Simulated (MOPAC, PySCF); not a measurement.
AlCl3, SMILES `[Cl][Al]([Cl])[Cl]`, neutral singlet in the gas phase. 

Cartesian coordinates (Å):
```xyz
4

Cl     2.0503    -0.2551    -0.0009
Al     0.0000     0.0000     0.0000
Cl    -0.8042     1.9032     0.0003
Cl    -1.2461    -1.6480     0.0006
```
Charge 0, spin multiplicity 1.

All levels are single points at this geometry (CAM-B3LYP-D3(BJ)/def2-TZVP); Pople sets use spherical d functions. Orbital energies aren't observables, and empty levels follow the basis.

```json
[
 {"level": "CAM-B3LYP-D3(BJ)/def2-TZVP in PySCF", "HOMO (eV)": "-10.73", "LUMO (eV)": "-0.29", "gap (eV)": "10.44", "dipole (D)": "0.00", "vertical IE, Delta-SCF (eV)": "–"},
 {"level": "TPSSh-D3(BJ)/def2-TZVP in PySCF", "HOMO (eV)": "-8.63", "LUMO (eV)": "-1.54", "gap (eV)": "7.09", "dipole (D)": "0.00", "vertical IE, Delta-SCF (eV)": "–"},
 {"level": "B3LYP/3-21G in PySCF", "HOMO (eV)": "-9.40", "LUMO (eV)": "-2.15", "gap (eV)": "7.25", "dipole (D)": "0.00", "vertical IE, Delta-SCF (eV)": "–"},
 {"level": "B3LYP/6-311+G** in PySCF", "HOMO (eV)": "-9.17", "LUMO (eV)": "-1.89", "gap (eV)": "7.28", "dipole (D)": "0.00", "vertical IE, Delta-SCF (eV)": "–"},
 {"level": "B3LYP/6-31G* in PySCF", "HOMO (eV)": "-9.06", "LUMO (eV)": "-1.62", "gap (eV)": "7.44", "dipole (D)": "0.00", "vertical IE, Delta-SCF (eV)": "11.33"},
 {"level": "B3LYP/LANL2DZ in PySCF", "HOMO (eV)": "-9.46", "LUMO (eV)": "-2.20", "gap (eV)": "7.26", "dipole (D)": "0.00", "vertical IE, Delta-SCF (eV)": "–"},
 {"level": "M06-2X/6-31G* in PySCF", "HOMO (eV)": "-10.71", "LUMO (eV)": "-0.75", "gap (eV)": "9.97", "dipole (D)": "0.00", "vertical IE, Delta-SCF (eV)": "–"},
 {"level": "SVWN5/6-31G* in PySCF", "HOMO (eV)": "-8.07", "LUMO (eV)": "-2.46", "gap (eV)": "5.61", "dipole (D)": "0.00", "vertical IE, Delta-SCF (eV)": "11.05"},
 {"level": "HF/3-21G in PySCF", "HOMO (eV)": "-13.18", "LUMO (eV)": "0.98", "gap (eV)": "14.17", "dipole (D)": "0.00", "vertical IE, Delta-SCF (eV)": "–"},
 {"level": "HF/6-31G* in PySCF", "HOMO (eV)": "-12.73", "LUMO (eV)": "1.64", "gap (eV)": "14.37", "dipole (D)": "0.00", "vertical IE, Delta-SCF (eV)": "12.07"},
 {"level": "HF/STO-3G in PySCF", "HOMO (eV)": "-11.15", "LUMO (eV)": "5.78", "gap (eV)": "16.92", "dipole (D)": "0.00", "vertical IE, Delta-SCF (eV)": "–"},
 {"level": "AM1 in MOPAC", "HOMO (eV)": "-12.40", "LUMO (eV)": "-1.58", "gap (eV)": "10.82", "dipole (D)": "0.00", "vertical IE, Delta-SCF (eV)": "–"},
 {"level": "PM3 in MOPAC", "HOMO (eV)": "-11.33", "LUMO (eV)": "-3.16", "gap (eV)": "8.16", "dipole (D)": "0.00", "vertical IE, Delta-SCF (eV)": "–"}
]
```
